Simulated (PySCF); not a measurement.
Species: 1-chloro-3-methoxypropane, C4H9ClO.
Cartesian coordinates in Å at the PBE0-D3(BJ)/def2-SVP level; atoms count from 1:
```xyz
15
C4H9ClO angstrom
C      1.9100   -1.2787    0.2304
O      1.0632   -0.2529   -0.1811
C     -0.2809   -0.6308   -0.2530
C     -1.1101    0.5964   -0.5620
C     -0.9792    1.6865    0.4798
Cl    -1.6245    1.1725    2.0737
H      1.6432   -1.6564    1.2373
H      2.9336   -0.8802    0.2665
H      1.8935   -2.1380   -0.4697
H     -0.4331   -1.4001   -1.0381
H     -0.6145   -1.0727    0.7079
H     -2.1663    0.3062   -0.6769
H     -0.7762    1.0162   -1.5267
H     -1.5355    2.5883    0.1927
H      0.0766    1.9439    0.6342
```

The closed-shell ground state was solved at several levels (PySCF, density fitting, gas phase, non-relativistic).

| level | basis functions | total energy (Eh) | HOMO (eV) | LUMO (eV) | gap (eV) | dipole (D) |
| --- | --- | --- | --- | --- | --- | --- |
| PBE/pcSseg-2 | 349 | -692.8833 | -6.01 | -0.23 | 5.78 | 1.78 |
| PBE0/pcSseg-1 | 154 | -692.7826 | -7.51 | 1.13 | 8.64 | 1.92 |

Problem. Estimate the row for B3LYP/def2-SVPD, a basis of 202 functions; the other rows only guide the guess.

Solution. Total energy -692.9802 Eh, HOMO -7.39 eV, LUMO 0.38 eV, gap 7.77 eV, dipole 1.88 D.

Problem. Over all these levels, which gives the widest orbital gap and which the narrowest?

Solution. PBE0/pcSseg-1 (global hybrid, 25 % exact exchange) has the widest, 8.64 eV, and PBE/pcSseg-2 (GGA) the narrowest, 5.78 eV. Functional and basis both differ between the two, so the spread mixes both effects.

Problem. How far do the dipole and the HOMO energy spread over the levels?

Solution. The dipole runs from 1.78 to 1.92 D (mean 1.86 D) and the HOMO from -7.51 to -6.01 eV.

One conformer stands for the species.
